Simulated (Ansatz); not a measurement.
## PBE against other levels and measurement: bcc Ta

Programs: Ansatz (a quantum-chemistry and plane-wave program).

```
property                              PBE    LDA  HSE06  reference  PBE less reference
----------------------------------  -----  -----  -----  ---------  ------------------
equilibrium lattice constant a (Å)  3.319  3.253  3.306      3.299             +0.61 %
bulk modulus B0 (GPa)                 194    220    198        198              -2.0 %
cohesive energy (eV/atom)            8.13   9.58      –       8.11          not scored
elastic constant C11 (GPa)            262    301    280        266              -1.5 %
elastic constant C44 (GPa)           73.4   72.8   79.0       87.4             -16.0 %
polycrystal shear modulus (GPa)      63.4   68.6   70.2          –                   –
```

PBE is well off the measurement for the lattice constant a (+0.61 %, at least halved by HSE06); elastic constant C44 (-16.0 %). It does well for the bulk modulus (-2.0 %), elastic constant C11 (-1.5 %). Where no measured value is used, PBE differs from HSE06 by -9.7 % in the Voigt–Reuss–Hill shear modulus.

Low-temperature values still hold zero-point motion unless their source removed it.

Called good within 5.0 % for the bulk modulus, 5.0 % for the elastic constant C11.

Called well off clearly beyond 0.50 % for the lattice constant a, 10.0 % for the bulk modulus, 10.0 % for the elastic constant C11, 10.0 % for the elastic constant C44 (bounds picked here from the quality of each reference).

Not scored: cohesive energy (spin–orbit coupling left out).

The references are measured values: lattice constant a corrected to a static lattice, bulk modulus corrected to a static lattice, cohesive energy corrected to a static lattice, elastic constant C11 low temperature, elastic constant C44 low temperature.

Unless a row names a cell, each level is at its own relaxed cell.

Caveats: hybrids on metals are sensitive to the k mesh (HSE06); shear constants of such metals converge slowly with the k mesh (PBE, LDA, HSE06). Ansatz's density-functional and Hartree–Fock values are scalar-relativistic unless marked +SOC, with PAW data made under PBE.

References as tabulated in Wang et al. (2022), arXiv:2209.12322; Mejia-Rodriguez and Trickey (2018), arXiv:1807.09216; Levämäki et al. (2014), arXiv:1402.3671; Jana et al. (2018), arXiv:1807.00350.
